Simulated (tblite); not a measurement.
Compound: C4H7O2 (doublet state).
Atom-mapped SMILES: `[CH3:1][O:2][CH2:3][CH2:4][C:5]=[O:6]` (hydrogens: H7, H8, H9 on C1; H10, H11 on C3; H12, H13 on C4)

Geometry (GFN2-xTB, Å), atoms numbered from 1 in this order:
```xyz
13
C4H7O2 angstrom
C     -2.1403   -0.1981    0.1566
O     -0.8360   -0.5136    0.5718
C      0.1553    0.1511   -0.1740
C      1.5238   -0.2757    0.3770
C      2.6688    0.3480   -0.3151
O      2.7502    1.1169   -1.2198
H     -2.3044   -0.4819   -0.8902
H     -2.8143   -0.7637    0.7964
H     -2.3442    0.8742    0.2660
H      0.0812   -0.1139   -1.2399
H      0.0406    1.2424   -0.0857
H      1.5866   -0.0250    1.4382
H      1.6283   -1.3603    0.3009
```

Method: GFN2-xTB as coded in tblite; computed harmonic values from a numerical Hessian at the method's own geometry, unscaled. Errors from tens to a few hundred cm⁻¹ against measured bands are possible. One conformer, not necessarily the lowest. Open shells enter through the occupations alone, without spin polarisation, and single modes of such species can be off by tens of per cent.

Problem. How many normal modes are there?

Solution. 13 atoms, non-linear: 3N − 6 = 33.

Problem. What is the point group of the computed structure, and how do the modes divide by symmetry?

Solution. Cs. The vibrations span 20 a′ + 13 a″.

Problem. How many distinct wavenumbers does the calculation give?

Solution. 33: Cs has no degenerate species.

Problem. How many fundamentals are allowed in the infrared by symmetry?

Solution. 33 of 33: in Cs every mode is allowed. All fundamentals are allowed in the Raman spectrum.

Problem. What thermal excitation has the softest real mode at 500 K?

Solution. θ = hcν̃/k = 81 K for 56.0 cm⁻¹, so N1/N0 = 0.85 and ⟨v⟩ = 1/(exp(θ/T) − 1) = 5.7.
